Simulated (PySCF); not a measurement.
**Single point on MgS**

State: ¹Σ⁺ (singlet), closed shell.

An equivalent input (the run itself took its basis sets from the Basis Set Exchange, started from a PBE0 density and held the occupation σ 8α 8β, πx 3α 3β, πy 3α 3β):

```python
from pyscf import gto, dft
mol = gto.M(atom='Mg 0 0 0; S 0 0 2.142', basis={'Mg': 'def2-TZVPP', 'S': 'def2-TZVPP'},
            charge=0, spin=0, verbose=4, symmetry='C2v')
mf = dft.UKS(mol, xc='CAMB3LYP')
mf.grids.atom_grid = (80, 434)
mf.grids.prune = dft.gen_grid.treutler_prune
mf.irrep_nelec = {'A1': (8, 8), 'B1': (3, 3), 'B2': (3, 3)}
mf.conv_tol = 1e-9
mf.max_cycle = 60
mf.diis_space = 10
mf.kernel()
```

The log (some set-up lines and the per-cycle HOMO/LUMO lines removed):

```
******** <class 'pyscf.dft.uks_symm.SymAdaptedUKS'> ********
method = SymAdaptedUKS
damping factor = 0
level_shift factor = 0
DIIS = <class 'pyscf.scf.diis.CDIIS'>
diis_start_cycle = 1
diis_space = 10
diis_damp = 0
SCF conv_tol = 1e-09
SCF conv_tol_grad = None
SCF max_cycles = 60
number electrons alpha = 14  beta = 14
Set gradient conv threshold to 3.16228e-05
init E= -598.262772951683
cycle= 1 E= -598.263650763264  delta_E= -0.000878  |g|= 0.0129  |ddm|= 0.079
cycle= 2 E= -598.263571023731  delta_E= 7.97e-05  |g|= 0.0166  |ddm|= 0.0311
cycle= 3 E= -598.263736822094  delta_E= -0.000166  |g|= 0.00233  |ddm|= 0.0188
cycle= 4 E= -598.263741045345  delta_E= -4.22e-06  |g|= 0.000446  |ddm|= 0.00362
cycle= 5 E= -598.263741383722  delta_E= -3.38e-07  |g|= 0.000128  |ddm|= 0.00135
cycle= 6 E= -598.263741428465  delta_E= -4.47e-08  |g|= 5.1e-05  |ddm|= 0.000374
cycle= 7 E= -598.263741438844  delta_E= -1.04e-08  |g|= 1.97e-05  |ddm|= 0.000283
cycle= 8 E= -598.263741439293  delta_E= -4.49e-10  |g|= 6.84e-06  |ddm|= 4.19e-05
Extra cycle  E= -598.263741439281  delta_E= 1.16e-11  |g|= 9.05e-06  |ddm|= 1.69e-05
converged SCF energy = -598.263741439281  <S^2> = -1.0658141e-14  2S+1 = 1
```

Repeating this along the bond gives Re = 2.127 Å and ωe = 549 cm⁻¹.

A point of this curve took 2.1 CPU seconds beside 0.16 for the integrals, on Arm Neoverse V1 (shared host).
